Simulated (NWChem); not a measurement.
Correlation energy of N (+1)

```
N
```
Charge +1, spin multiplicity 3.

All runs are NWChem calculations.

Basis set: def2-QZVP. Each correlation energy counts from its own Hartree-Fock reference.

The correlated methods keep 1 core orbital frozen. No SCF solution was tested for a lower state. Open-shell Hartree-Fock references start from PBE0 orbitals. No row is a measurement; the coupled-cluster row has its own basis-set and correlation limits.

Order these methods by the correlation energy they give, lowest first: UMP2, SCS-UMP2, CCSD on UHF, CCSD[T] on UHF.

CCSD[T] on UHF (-98.8 mHa), CCSD on UHF (-96.9 mHa), SCS-UMP2 (-80.5 mHa), UMP2 (-77.1 mHa)
